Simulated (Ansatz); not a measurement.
Rock-salt RbBr, treated with B3LYP (VWN-RPA form) (plane waves, PAW; Ansatz, a first-principles code).

Run with plane-wave cutoff 460 eV, 6×6×6 k mesh, Fermi–Dirac smearing 0.01 eV, scalar-relativistic PAW data made under PBE.

The direct gap at Γ against volume; x = 100 ln(V/44.200 Å³). One gap is withheld.

```tsv
V (Å³/atom)	x	gap (eV)
41.990	-5.13	?
43.095	-2.53	5.626
43.679	-1.19	5.591
44.200	0.00	5.560
45.305	2.47	5.497
46.410	4.88	5.437
```

Problem. Fit a straight line to the rows shown, give the volume deformation potential and predict the withheld gap.

Solution. Means of the 5 rows: x̄ = 0.726, ȳ = 5.5422 eV. Σ(x − x̄)(y − ȳ) = -0.8951 and Σ(x − x̄)² = 35.097, so the slope is -0.0255 eV per unit of x, and dE_g/d ln V = -2.5 eV. At x = -5.13: 5.5422 + (-0.0255) × (-5.13 − (0.726)) = 5.692 eV. The run gives 5.697 eV, 0.005 eV above the line.

Measured, for comparison: band gap 7.2 eV (temperature not stated, not corrected to a static lattice; as tabulated in Aguado et al. (1998), arXiv:cond-mat/9809176).

Spin–orbit coupling is not included.
